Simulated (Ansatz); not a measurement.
## BH5SSi, SMILES [SiH3]BS: a ladder of basis sets, step by step

Computed with the Python package of Ansatz (0.2.0).

Notebook, run cell by cell (the value of a cell's last expression is shown):

**Cell 1**
```python
import warnings

import ansatz as az
from ase import Atoms
```

**Cell 2**
```python
warnings.simplefilter('ignore', az.DeckWarning)
```

**Cell 3**
```python
atoms = Atoms(['Si', 'B', 'S', 'H', 'H', 'H', 'H', 'H'], positions=[
    (-0.5072, 0.7525, -0.6001),
    (0.3668, -0.1457, 0.8083),
    (0.135, -2.0025, 0.9782),
    (-1.2722, -0.1494, -1.4031),
    (0.4306, 1.4483, -1.5014),
    (-1.4489, 1.8244, -0.0285),
    (1.0923, 0.4545, 1.5596),
    (1.2958, -2.2392, 0.1312),
])
mol = az.Crystal.molecule_from_ase(atoms)
```

**Cell 4**
```python
calculation = mol.calculation().functional('B3LYP')
```

**Cell 5**
```python
energies = {}
for basis in ['STO-3G', '6-31G', '6-31G*', 'def2-SVP', 'def2-SVPD', 'def2-TZVP', 'def2-TZVPP']:
    r = calculation.basis(gaussian=basis).run().report
    size = r['n_frozen'] + r['n_occupied'][0] + r['n_virtual'][0]
    energies[basis] = (r['reference_energy_ev'] / 27.211386246, r['free_energy_ev'] / 27.211386246)
    print(f'{basis:14s} {size:4d} orbitals  reference {energies[basis][0]:14.6f} Ha  total {energies[basis][1]:14.6f} Ha')
```
Output:
```text
STO-3G           28 orbitals  reference    -707.429860 Ha  total    -707.429860 Ha
6-31G            45 orbitals  reference    -715.439022 Ha  total    -715.439022 Ha
6-31G*           63 orbitals  reference    -715.500546 Ha  total    -715.500546 Ha
def2-SVP         75 orbitals  reference    -715.302336 Ha  total    -715.302336 Ha
def2-SVPD       111 orbitals  reference    -715.313076 Ha  total    -715.313076 Ha
def2-TZVP       135 orbitals  reference    -715.574183 Ha  total    -715.574183 Ha
def2-TZVPP      185 orbitals  reference    -715.575757 Ha  total    -715.575757 Ha
```

**Cell 6**
```python
last = energies['def2-TZVPP'][1]
for basis, (_, total) in energies.items():
    print(f'{basis:14s} lies {27.211386 * (total - last):9.4f} eV above def2-TZVPP')
```
Output:
```text
STO-3G         lies  221.6612 eV above def2-TZVPP
6-31G          lies    3.7207 eV above def2-TZVPP
6-31G*         lies    2.0466 eV above def2-TZVPP
def2-SVP       lies    7.4402 eV above def2-TZVPP
def2-SVPD      lies    7.1479 eV above def2-TZVPP
def2-TZVP      lies    0.0428 eV above def2-TZVPP
def2-TZVPP     lies    0.0000 eV above def2-TZVPP
```

Against STO-3G: 6-31G -8009.2 mHa, 6-31G* -8070.7 mHa, def2-SVP -7872.5 mHa, def2-SVPD -7883.2 mHa, def2-TZVP -8144.3 mHa and def2-TZVPP -8145.9 mHa. The last step alone is -1.57 mHa (these two sets differ little on atoms other than hydrogen). From the first set to the last the time grows from 0.8 to 5.6 s.

Notes:
- The drop along the ladder measures the basis error, and is no property of the molecule.
- The geometry is a force-field or estimated start, not a minimum of this method, and the last set is no limit. Much of the fall in a total is atomic energy, which cancels in bond and reaction energies.
- b3lyp holds the VWN-RPA fit, as in Gaussian; the form of ORCA and Turbomole is b3lyp5.
- Totals across families of basis sets mostly measure their core functions.
- The whole script took 20 s on 1 thread of Arm Neoverse V1, with other jobs on the host, peak memory 0.44 GiB.

(Lines on the test bed's own set-up are left out of the output.)
